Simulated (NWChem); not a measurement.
All runs are NWChem calculations. System: ethylene (C2H4), charge 0, spin multiplicity 1, at a geometry optimised with PBE/def2-SVP. Level: G0W0@PBE0/def2-TZVPD, RI basis def2-tzvpd-rifit.

NWChem printed:

```
             Northwest Computational Chemistry Package (NWChem) 7.3.0
             --------------------------------------------------------

                                NWChem Input Module
                                -------------------

 Scaling coordinates for geometry "geometry" by  1.889725989
 (inverse scale =  0.529177249)

 Turning off AUTOSYM since
 SYMMETRY directive was detected!

                             Geometry "geometry" -> ""
                             -------------------------

 Output coordinates in angstroms (scale by  1.889725989 to convert to a.u.)

  No.       Tag          Charge          X              Y              Z
 ---- ---------------- ---------- -------------- -------------- --------------
    1 C                    6.0000     0.00000000     0.00000000     0.67028100
    2 C                    6.0000     0.00000000     0.00000000    -0.67028100
    3 H                    1.0000     0.93744900     0.00000000     1.25073800
    4 H                    1.0000    -0.93744900     0.00000000     1.25073800
    5 H                    1.0000    -0.93744900     0.00000000    -1.25073800
    6 H                    1.0000     0.93744900     0.00000000    -1.25073800

 Effective nuclear repulsion energy (a.u.)      32.9967627881

            Nuclear Dipole moment (a.u.)
            ----------------------------
        X                 Y               Z
 ---------------- ---------------- ----------------
     0.0000000000     0.0000000000     0.0000000000

      Symmetry information
      --------------------

 Group name             D2h
 Group number             26
 Group order               8
 No. of unique centers     2

      Symmetry unique atoms

     1    3


 Summary of "ao basis" -> "" (spherical)
 ------------------------------------------------------------------------------
       Tag                 Description            Shells   Functions and Types
 ---------------- ------------------------------  ------  ---------------------
 *                         def2-tzvpd                 on all atoms

 new library libraries.bse/

 Summary of "ri basis" -> "" (spherical)
 ------------------------------------------------------------------------------
       Tag                 Description            Shells   Functions and Types
 ---------------- ------------------------------  ------  ---------------------
 *                      def2-tzvpd-rifit              on all atoms

[...]
  ----- ------------  ---------------      ----- ------------  ---------------
     6      4.673925  1 C  s                 43     -4.673925  2 C  s
    77     -3.670478  3 H  s                 86     -3.670478  4 H  s
    95      3.670478  5 H  s                104      3.670478  6 H  s
    15      2.910117  1 C  pz                52      2.910117  2 C  pz
    30      1.435272  1 C  d  2              67     -1.435272  2 C  d  2

 center of mass
 --------------
 x =   0.00000000 y =   0.00000000 z =   0.00000000

 moments of inertia (a.u.)
 ------------------
          61.025864635996           0.000000000000           0.000000000000
           0.000000000000          73.677250166750           0.000000000000
           0.000000000000           0.000000000000          12.651385530754

     Multipole analysis of the density
     ---------------------------------

     L   x y z        total         alpha         beta         nuclear
     -   - - -        -----         -----         ----         -------
     0   0 0 0     -0.000000     -8.000000     -8.000000     16.000000

     1   1 0 0      0.000000      0.000000      0.000000      0.000000
     1   0 1 0     -0.000000     -0.000000     -0.000000      0.000000
     1   0 0 1      0.000000      0.000000      0.000000      0.000000

     2   2 0 0     -9.170354    -10.861755    -10.861755     12.553157
     2   1 1 0     -0.000000     -0.000000     -0.000000      0.000000
     2   1 0 1      0.000000      0.000000      0.000000      0.000000
     2   0 2 0    -11.741523     -5.870762     -5.870762      0.000000
     2   0 1 1      0.000000      0.000000      0.000000      0.000000
     2   0 0 2     -9.105526    -25.351894    -25.351894     41.598263

 Task  times  cpu:        4.8s     wall:        4.8s

                                NWChem Input Module
                                -------------------

                                 NWChem GW Module
                                 ----------------

                             ***********************
                             ***        GW       ***
                             ***********************

 Summary of "ri basis" -> "ri basis" (spherical)
 ------------------------------------------------------------------------------
       Tag                 Description            Shells   Functions and Types
 ---------------- ------------------------------  ------  ---------------------
 C                      def2-tzvpd-rifit            26       92   9s7p5d4f1g
 H                      def2-tzvpd-rifit            10       24   5s3p2d

                 Memory Information
                 ------------------
          Available GA per process is          1699.9 MBs
          Available stack per process is        700.0 MBs
          Available heap per process is           0.0 MBs

          Peak memory in Initialization
              Peak GA per process is                  3.1 MBs
              Peak stack per process is               0.2 MBs
              Peak heap per process is                3.3 MBs
              Memory not in MA per process            0.0 MBs

          Peak memory in AFF Calculation
              Peak GA per process is                  9.1 MBs
              Peak stack per process is               5.1 MBs
              Peak heap per process is                0.0 MBs
              Memory not in MA per process            5.1 MBs

          Computing 2-center integrals
          Computing Inverse Cholesky factor
          Computing 3-center integrals
          Computing V_xc ...

          Computing Sigma_x
          Computing RPA polarizability
          Solving quasiparticle equations

                  Alpha Orbitals
          State     Energy (eV)     Error (eV)
          -----------------------------------
@GW         5        -15.584           0.002
@GW         6        -14.439           0.002
@GW         7        -12.760           0.002
@GW         8        -10.279           0.002
@GW         9          2.291           0.005
@GW        10          1.908           0.002

   Applying  -2.4277 eV scissor-shift to rest of particle states

   Applying   2.3330 eV scissor-shift to rest of hole states

     GW Timing Statistics
   ------------------------
   Init.   :          0.1s
     ERIs  :          1.2s
     Distr.:          0.0s
     Vxc   :          0.8s
   Sigma_x :          0.0s
   RPA     :          0.2s
   Wmn     :          0.0s
   Sigma_c :          0.0s
   GW total:          2.4s

 Task  times  cpu:        2.4s     wall:        2.4s

 Total times  cpu:        7.2s     wall:        7.2s
```

Task: Write an NWChem input that would produce this output.

Result: This is not unique; one that fits is 
```
start mol
memory heap 200 mb stack 700 mb global 1700 mb
geometry units angstroms nocenter noautoz
  C      0.000000     0.000000     0.670281
  C      0.000000     0.000000    -0.670281
  H      0.937449     0.000000     1.250738
  H     -0.937449     0.000000     1.250738
  H     -0.937449     0.000000    -1.250738
  H      0.937449     0.000000    -1.250738
  symmetry group D2h
end
basis spherical
  * library def2-tzvpd
end
basis "ri basis" bse spherical
  * library def2-tzvpd-rifit
end
dft
  xc pbe0
  iterations 100
  direct
  tolerances tight
end
task dft energy
gw
  states alpha occ 4 vir 2
end
task dft gw
```
